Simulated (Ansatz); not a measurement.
# SiC₂, singlet: the ladder up to RCCSDTQ

Geometry: a PBE0/def2-TZVP stationary point for this spin, not checked as a minimum.

```xyz
3

C     0.0000    0.6313    0.9292
Si    0.0000    0.0000   -0.7947
C     0.0000   -0.6313    0.9292
```

Basis cc-pVDZ; Ansatz 0.2.0. Only valence electrons are correlated (noble-gas cores frozen), which leaves 12 electrons in 39 orbitals. Prefix R: restricted or restricted open-shell reference; prefix U: unrestricted. Active spaces: valence = (12e, 12o) chosen from the atoms' valence shells.

Full CI isn't at hand for all of this; RCCSDTQ serves as the reference, and is uncertain by about the last step of the cluster series. The frozen core follows each run's orbitals, which can shift R against U totals by a few meV.

Unrestricted rows (U) aren't spin-pure: their determinants' ⟨S²⟩ exceeds S(S+1) by up to 0.20, so they mix in states of higher spin.

The UHF ⟨S²⟩ is 0.198. The T1 diagnostic (RCCSD) is 0.0214 and the largest doubles amplitude (RCCSD) is 0.080.

```json
{"level": "RHF", "E − E(RCCSDTQ) (kJ/mol)": "920.5", "share of correlation (%)": "0.00", "wall time": "–"}
{"level": "UHF", "E − E(RCCSDTQ) (kJ/mol)": "918.7", "share of correlation (%)": "0.20", "wall time": "1.2 s"}
{"level": "RMP2", "E − E(RCCSDTQ) (kJ/mol)": "110.7", "share of correlation (%)": "87.98", "wall time": "–"}
{"level": "CISD", "E − E(RCCSDTQ) (kJ/mol)": "150.3", "share of correlation (%)": "83.67", "wall time": "1 s"}
{"level": "RCCSD", "E − E(RCCSDTQ) (kJ/mol)": "56.2", "share of correlation (%)": "93.90", "wall time": "–"}
{"level": "RCCSD(T)", "E − E(RCCSDTQ) (kJ/mol)": "6.5", "share of correlation (%)": "99.29", "wall time": "0.7 s"}
{"level": "BCCD(T)", "E − E(RCCSDTQ) (kJ/mol)": "6.2", "share of correlation (%)": "99.33", "wall time": "0.81 s"}
{"level": "RCCSDT", "E − E(RCCSDTQ) (kJ/mol)": "4.6", "share of correlation (%)": "99.50", "wall time": "–"}
{"level": "RCCSDT(Q)", "E − E(RCCSDTQ) (kJ/mol)": "-0.6", "share of correlation (%)": "100.06", "wall time": "7.5 s"}
{"level": "CASSCF (valence space)", "E − E(RCCSDTQ) (kJ/mol)": "479.0", "share of correlation (%)": "47.96", "wall time": "–"}
{"level": "NEVPT2 (valence space)", "E − E(RCCSDTQ) (kJ/mol)": "105.4", "share of correlation (%)": "88.55", "wall time": "79 s (H100)"}
{"level": "MRCISD (valence space)", "E − E(RCCSDTQ) (kJ/mol)": "39.9", "share of correlation (%)": "95.66", "wall time": "–"}
{"level": "MRCISD+Q (valence space)", "E − E(RCCSDTQ) (kJ/mol)": "5.5", "share of correlation (%)": "99.40", "wall time": "91 s (H100)"}
```

The correlation energy at RCCSDTQ, counted from RHF, is -9.540 eV. That run took 56 s on 2 threads of AMD EPYC 7R13 with a shared H100 80 GB, shared host.

Times hold each run's SCF and search for its determinant on a shared host, so for small cases they say little of a method's own cost; rows without a card ran on 1 thread of AMD EPYC 7R13.

Natural occupations of CASSCF (valence space) about the gap: 1.978 1.963 1.958 1.927 1.918 0.096 0.055 0.043 0.030 0.027; effectively unpaired electrons, Σ n²(2−n)², 0.12.

Atomization energy (electronic, same basis, no zero-point term; atoms at the same level, unrestricted beside the R rows where the molecule is a closed shell, with restricted open-shell steps beyond CCSDT(Q)) at RCCSDTQ: 1090.7 kJ/mol. Errors of other levels:

```csv
level,error (kJ/mol)
RHF,-359.3
UHF,-357.5
RMP2,60.8
CISD,-136.0
RCCSD,-45.9
RCCSD(T),-3.7
BCCD(T),-3.1
RCCSDT,-4.5
RCCSDT(Q),0.5
CASSCF (valence space),-18.9
NEVPT2 (valence space),8.3
MRCISD (valence space),-33.0
MRCISD+Q (valence space),-15.2
```

This basis is far from its limit, so the value isn't to be set against a measured one. Truncated CI isn't size-consistent, which counts against it in atomization.
